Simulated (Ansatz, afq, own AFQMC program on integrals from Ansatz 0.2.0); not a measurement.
## CH₂N, doublet in cc-pVDZ, levels against CCSDT(Q)

```xyz
4

N     0.0000    0.0000    0.5481
C     0.0000    0.0000   -0.8171
H     0.0000    0.8633    1.0602
H     0.0000   -0.8633    1.0602
```

Connectivity, by distances: NH2–C.

Basis cc-pVDZ. Only valence electrons are correlated. Integrals, coupled cluster, full CI and functionals: Ansatz 0.2.0; the random walks run on the same integrals in our own AFQMC program. The CISD trial takes its coefficients from CCSD amplitudes. Released means that phaseless walkers are propagated on without the constraint, phases kept. ± is one standard error of the sampling.

Determinant: UHF, the one that the program's search chose, which needn't be the lowest solution. The geometry is a PBE0/def2-TZVP stationary point of this or a neighbouring charge and spin state.

No full CI on the walks' own integrals is used here; CCSDT(Q) serves as the reference and is uncertain by about the last step of the cluster series.

* T1 diagnostic: 0.0200
* weight of the determinant in the CISD state: 0.889
* ⟨S²⟩ of the determinant: 0.766
* size of the correlated space: 11 electrons in 36 orbitals

Reference: CCSDT(Q), correlation energy -8.047 eV. The released energy is read at 2.40 1/Eh (meV from the phaseless value at times in 1/Eh: -5 ± 5 at 0.24, -16 ± 7 at 0.51, -10 ± 4 at 0.99, -10 ± 6 at 1.62, -3 ± 5 at 2.40).

```
         level  E − E(reference) (kJ/mol)  share of correlation (%)
            HF                      776.4                      0.00
           MP2                       97.9                     87.39
          CCSD                       27.5                     96.45
       CCSD(T)                        4.0                     99.48
         CCSDT                        1.9                     99.76
 ph-AFQMC/CISD                  0.8 ± 0.5                     99.90
released AFQMC                  0.5 ± 0.5                     99.93
```

A walk keeps the symmetry of its determinant, which the program's search chose and which needn't be the lowest solution, so a lower state of the same spin and another symmetry isn't excluded. Released energies are given only where the last usable release times agree within the noise; a slower fall can still hide under it.
